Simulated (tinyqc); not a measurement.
Worked calculation: harmonic frequencies on the RHF/sto-3g surface (energies and gradients from PySCF), for H2O, spin multiplicity 1. One step of it, computed by the program tinyqc.

Question. One row of the Hessian: 1Oy. Displace 1Oy by +/-0.005 bohr; H(k, :) = (g(+) - g(-)) / (2 delta).

optimised positions (bohr):
```
            x          y          z
1O  -0.026425   0.023136  -0.058257
2H   0.045656   1.429147   1.172092
3H   0.029902  -1.435275   1.110373
```

gradient at +delta (hartree/bohr):
```
              x            y            z
1O   0.00001956   0.00401936   0.00003919
2H  -0.00009980  -0.00195680  -0.00170201
3H   0.00008023  -0.00206256   0.00166282
```

gradient at -delta (hartree/bohr):
```
              x            y            z
1O  -0.00001724  -0.00401917   0.00000424
2H   0.00009846   0.00194182   0.00167944
3H  -0.00008122   0.00207735  -0.00168368
```

Give: row of the Hessian.

Answer.

row of the Hessian (hartree/bohr^2): 1Ox 0.003680, 1Oy 0.803853, 1Oz 0.003495, 2Hx -0.019826, 2Hy -0.389862, 2Hz -0.338145, 3Hx 0.016146, 3Hy -0.413991, 3Hz 0.334650
